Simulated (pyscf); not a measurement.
**Four-centre exchange: HO–Sb(OH)–OH (SMILES [OH][Sb]([OH])[OH]) + O=CH–OH (SMILES O=CO) -> O=CH–O–Sb(OH)–OH (SMILES O=C[O][Sb]([OH])[OH]) + H₂O (SMILES O)**

Gas phase, singlet surface, charge 0. Bonds broken: Sb1–O2, O10–H12. Bonds formed: Sb1–O10, O2–H12. Structures and frequencies: ωB97X-D3(BJ)/def2-SVP in PySCF.

Transition state (Å):

```xyz
12

Sb    -0.9869    -1.8086    -0.1847
O     -0.6252    -1.1760     2.0674
O      0.6340    -1.1158    -1.0186
O     -2.5170    -0.8848    -0.8875
H     -1.3837    -1.2518     2.6631
H      0.6678    -0.1530    -0.8990
H     -2.4289     0.1085    -1.0008
O     -2.0932     1.6941    -0.7918
C     -1.2401     1.7162     0.0918
O     -0.5834     0.7002     0.5274
H     -0.9808     2.6912     0.5723
H     -0.5280    -0.2072     1.8209
```

One imaginary mode, 158i cm⁻¹; descent along it reached the two sides named, in the forms told below.

```json
[
 {"bond": "Sb1–O2", "change": "breaks", "reactant side (Å)": "2.038", "saddle": "2.367", "product side": "2.7"},
 {"bond": "O10–H12", "change": "breaks", "reactant side (Å)": "1.013", "saddle": "1.581", "product side": "2.100"},
 {"bond": "Sb1–O10", "change": "forms", "reactant side (Å)": "3.7", "saddle": "2.6", "product side": "2.114"},
 {"bond": "O2–H12", "change": "forms", "reactant side (Å)": "1.590", "saddle": "1.004", "product side": "0.969"}
]
```

Electronic energies relative to the separated reactants (kJ/mol):

```tsv
level	barrier	reaction energy	reverse barrier
ωB97X-D3(BJ)/def2-TZVP	39.7	-22.5	62.2
PBE/def2-TZVP	24.7	-15.3	39.9
r²SCAN/def2-TZVP	30.9	-19.3	50.2
B3LYP-D3(BJ)/def2-TZVP	26.1	-18.3	44.4
PBE0-D3(BJ)/def2-TZVP	30.9	-18.6	49.5
M06-2X/def2-TZVP	40.9	-17.6	58.5
ωB97M-D3(BJ)/def2-TZVP	39.7	-16.0	55.7
HF/def2-TZVP	112.2	-4.1	116.3
```

With ωB97M-D3(BJ)/def2-TZVP energies and thermal terms (ideal gas, 1 atm, RRHO with modes under 100 cm⁻¹ raised to 100, one conformer, R ln 2 for chiral ones without a mode under 150 cm⁻¹), in kJ/mol:

```json
[
 {"T (K)": "298", "ΔH‡": "42.6", "ΔG‡": "100.8", "ΔH": "-16.8", "ΔG": "-6.9"},
 {"T (K)": "600", "ΔH‡": "42.0", "ΔG‡": "160.0", "ΔH": "-15.7", "ΔG": "+2.6"},
 {"T (K)": "900", "ΔH‡": "43.0", "ΔG‡": "218.9", "ΔH": "-15.5", "ΔG": "+11.7"},
 {"T (K)": "1200", "ΔH‡": "45.1", "ΔG‡": "277.2", "ΔH": "-15.5", "ΔG": "+20.8"}
]
```

On the reactant side the descent ends in a bound adduct, 56.5 kJ/mol under the separated species and 96.2 kJ/mol under the saddle at ωB97X-D3(BJ)/def2-TZVP. On the product side the descent ends in a complex, 25.1 kJ/mol under the separated species and 87.3 kJ/mol under the saddle at ωB97X-D3(BJ)/def2-TZVP. This is the saddle that the search found; another between the same sides may lie lower. Elements past Kr carry the def2 core potentials, without spin-orbit coupling.
